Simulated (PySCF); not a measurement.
Homolysis of single bonds, series Ge OH-H. All species are isolated molecules in the gas phase. One relaxed conformer stands for each flexible species; it need not be the lowest. Strings in code marks are SMILES.

The highest occupied spin orbital from two functionals at the same geometries (PBE0-D3(BJ)/def2-TZVP), both in PySCF: PBE-D3(BJ)/def2-TZVP and ωB97X-D3(BJ)/def2-TZVP. 

```tsv
species	PBE-D3(BJ)/def2-TZVP (eV)	ωB97X-D3(BJ)/def2-TZVP (eV)
radical fragment (`[OH]`)	-7.16	-11.83
radical fragment (`[OH][Ge]([OH])[OH]`)	-5.14	-8.76
radical fragment (`[OH][GeH][OH]` (H–O–Ge–O torsion -35°, O–Ge–O–H torsion 169°))	-4.91	-8.45
radical fragment (`[OH][GeH2]`)	-4.89	-8.33
```

Over these rows, drawn at random from the members with no instability flagged (it was tested for open shells, ions and some series alone), PBE minus ωB97X-D3(BJ): mean +3.82 eV, from +3.44 eV to +4.67 eV.
